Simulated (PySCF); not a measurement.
# How the functional moves excitation energies

Species: cyanoformaldehyde, C₂HNO.
Cartesian coordinates in Å at the PBE0-D3(BJ)/def2-SVP level; atoms count from 1:
```
atom  x, y, z in Å
N1     1.9429   -0.1518    0.6029
C2     0.8426   -0.0690    0.2526
C3    -0.5555    0.0181   -0.1946
O4    -1.1932    1.0281   -0.1214
H5    -0.9620   -0.9359   -0.6016
```

Linear-response calculations in the def2-SVPD basis (PySCF; singlets by full response, triplets Tamm–Dancoff, core orbitals frozen in the response; HF means time-dependent Hartree–Fock). 'Strongest' is the level of largest summed f among the singlets computed (10 roots, of which the last may lack a degenerate partner); it can jump between rows when another state enters that window. S1 is the lowest singlet of each run and needn't be the same state throughout; f(S1) is that of one state. Isolated species at its PBE0-D3(BJ)/def2-SVP geometry, gas phase.

| functional | kind | S1 (eV) | f(S1) | strongest (eV) | T1 (eV) | HOMO (eV) | gap (eV) | ionisation energy, ΔSCF (eV) |
| --- | --- | --- | --- | --- | --- | --- | --- | --- |
| LDA | LDA | 3.41 | 0.000 | 6.28 | 2.86 | -7.68 | 3.12 | 11.80 |
| PBE | GGA | 3.51 | 0.000 | 6.11 | 2.88 | -7.54 | 3.26 | 11.58 |
| B3LYP | global hybrid, 20% exact exchange | 3.76 | 0.001 | 9.20 | 3.13 | -9.05 | 5.58 | 11.90 |
| PBE0 | global hybrid, 25% exact exchange | 3.78 | 0.001 | 9.35 | 3.10 | -9.31 | 6.09 | 11.84 |
| BHandHLYP | global hybrid, 50% exact exchange | 4.02 | 0.001 | 9.38 | 3.37 | -11.06 | 9.02 | 11.81 |
| CAM-B3LYP | range-separated hybrid | 3.85 | 0.001 | 9.37 | 3.21 | -10.83 | 8.81 | 12.01 |
| wB97X-D | range-separated hybrid | 3.87 | 0.001 | 9.43 | 3.28 | -11.28 | 9.94 | 11.95 |
| LC-wPBE | range-separated hybrid | 3.89 | 0.001 | 9.61 | 3.19 | -12.15 | 11.37 | 12.08 |
| HF | Hartree–Fock | 4.41 | 0.001 | 9.28 | 3.78 | -13.76 | 14.69 | not settled |

S1 runs from 3.41 eV (LDA) to 4.41 eV (HF), a spread of 1.00 eV, while the orbital gap spreads over 11.6 eV. Along PBE (0%), B3LYP (20%), PBE0 (25%), BHandHLYP (50%), HF (100%) S1 rises with the share of exact exchange. −ε(HOMO) comes closest to its own ΔSCF ionisation energy with LC-wPBE (+0.06 eV) and misses most with LDA (-4.12 eV). The lowest singlet of a reference set is 1A''(n→π*) at 3.81 eV (computed, theoretical best estimate (aug-cc-pVTZ, frozen core, CC3 geometry), gas; Veril, Scemama, Caffarel, Lipparini, Boggio-Pasqua, Jacquemin, Loos, WIREs Comput. Mol. Sci. 2021, 11, e1517 (QUESTDB)). The lowest computed singlet differs from it by PBE0 -0.03, CAM-B3LYP +0.04, B3LYP -0.05, wB97X-D +0.06, LC-wPBE +0.08, BHandHLYP +0.21, PBE -0.30, LDA -0.40, HF +0.60 eV; geometry and basis of the reference needn't be the same. The lowest triplet of a reference set is 3A''(n→π*) at 3.44 eV (computed, theoretical best estimate (aug-cc-pVTZ, frozen core, CC3 geometry), gas; Veril, Scemama, Caffarel, Lipparini, Boggio-Pasqua, Jacquemin, Loos, WIREs Comput. Mol. Sci. 2021, 11, e1517 (QUESTDB)). The lowest computed triplet differs from it by BHandHLYP -0.07, wB97X-D -0.16, CAM-B3LYP -0.23, LC-wPBE -0.25, B3LYP -0.31, HF +0.34, PBE0 -0.34, PBE -0.56, LDA -0.58 eV; geometry and basis of the reference needn't be the same. 'Not settled' means that the ion's SCF failed to converge or may have ended in another state than the lowest.
